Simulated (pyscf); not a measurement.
A first-order saddle from PySCF, ωB97X-D3(BJ)/def2-SVP:

```xyz
9

C     -0.3062     0.4212    -0.4823
Si    -0.4618    -0.7312     0.9954
H      0.1561     1.5620     0.1771
H     -1.2186     0.8132    -0.9522
H      0.5067     0.2588    -1.2031
H      0.8727    -0.8979     1.6304
H     -0.9564    -2.0608     0.5268
H     -1.4335    -0.1579     1.9646
Cl     0.6294     2.6668     0.9940
```
Charge 0, spin multiplicity 2.

Surface: doublet, charge 0. Lowest wavenumbers (cm⁻¹): 1130i, 86, 134, 318, 497.

Name the species on either side of this saddle.

H₃C–SiH₃ + Cl• ⇌ •H₂C–SiH₃ + HCl, a hydrogen abstraction read from left to right: C–H broken and Cl–H formed. At ωB97M-D3(BJ)/def2-TZVP it lies +18.2 kJ/mol from the left side and +8.7 kJ/mol from the right (each side as separated species at their lowest minima found). •H₂C–SiH₃ lies 44.3 kJ/mol over its isomer H₃C–SiH₂• (electronic energy, ωB97M-D3(BJ)/def2-TZVP). This is the saddle that the search found; another between the same sides may lie lower. The angle at the transferred H is 174°. Left out: the spin-orbit lowering of Cl.
